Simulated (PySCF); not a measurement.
Z-matrix (Å, degrees):
```
C
H 1 1.0872
H 1 1.0872 2 120.00
H 1 1.0872 2 120.00 3 179.92
```
Charge 0, spin multiplicity 2.

Task: What is the computed total energy, dipole moment and highest occupied spin orbital (PBE-D3(BJ)/def2-TZVP (PySCF))?

Result: 
```yaml
total_energy: -1082.71 eV
dipole_moment: 0.00 D
highest_occupied_spin_orbital: -5.38 eV
```
